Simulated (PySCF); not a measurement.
How exact exchange moves a shielding

Molecule: 1,3-propanediol (SMILES OCCCO).

Molfile (atoms numbered from 1):
```
C3H8O2
     RDKit          3D

 13 12  0  0  0  0  0  0  0  0999 V2000
   -1.5765    1.0541    0.5177 O   0  0  0  0  0  0  0  0  0  0  0  0
   -1.2356   -0.2991    0.5514 C   0  0  0  0  0  0  0  0  0  0  0  0
   -0.2208   -0.6825   -0.5187 C   0  0  0  0  0  0  0  0  0  0  0  0
    1.1579   -0.1070   -0.2676 C   0  0  0  0  0  0  0  0  0  0  0  0
    1.0601    1.3039   -0.2178 O   0  0  0  0  0  0  0  0  0  0  0  0
   -0.7441    1.5366    0.4060 H   0  0  0  0  0  0  0  0  0  0  0  0
   -0.8360   -0.6046    1.5452 H   0  0  0  0  0  0  0  0  0  0  0  0
   -2.1632   -0.8774    0.4039 H   0  0  0  0  0  0  0  0  0  0  0  0
   -0.1312   -1.7801   -0.5780 H   0  0  0  0  0  0  0  0  0  0  0  0
   -0.5902   -0.3307   -1.4971 H   0  0  0  0  0  0  0  0  0  0  0  0
    1.5497   -0.5054    0.6899 H   0  0  0  0  0  0  0  0  0  0  0  0
    1.8548   -0.4253   -1.0668 H   0  0  0  0  0  0  0  0  0  0  0  0
    1.9043    1.6701    0.0625 H   0  0  0  0  0  0  0  0  0  0  0  0
  1  2  1  0
  2  3  1  0
  3  4  1  0
  4  5  1  0
  1  6  1  0
  2  7  1  0
  2  8  1  0
  3  9  1  0
  3 10  1  0
  4 11  1  0
  4 12  1  0
  5 13  1  0
M  END
```

GIAO shieldings (ppm, equivalent atoms averaged) in PySCF 2.14 on the PBE0-D3(BJ)/def2-SVP geometry, basis pcSseg-2, gas phase, non-relativistic:

```tsv
functional	exact exchange (%)	σ(O1/O5)	σ(C2/C4)
BLYP	0	275.0	99.7
BP86	0	281.0	105.4
PBE	0	280.5	105.3
PBE0	25	292.0	113.5
mPW1PW91	25	292.0	113.1
BHandHLYP	50	297.0	115.8
HF	100	311.7	129.0
```

Problem. Fit each shielding as a line in the percentage of exact exchange.

Solution. σ(O1/O5) = 280.5 + 0.33 x (rms 2.8 ppm); σ(C2/C4) = 104.5 + 0.25 x (rms 2.4 ppm). The functionals also differ in their semilocal parts, which the line can't hold; Hartree–Fock has no correlation at all.

Problem. What does the line predict for B3LYP (20 %), and what does the run give?

Solution. σ(O1/O5): 287.1 predicted, 285.5 computed; σ(C2/C4): 109.5 predicted, 106.9 computed ppm.
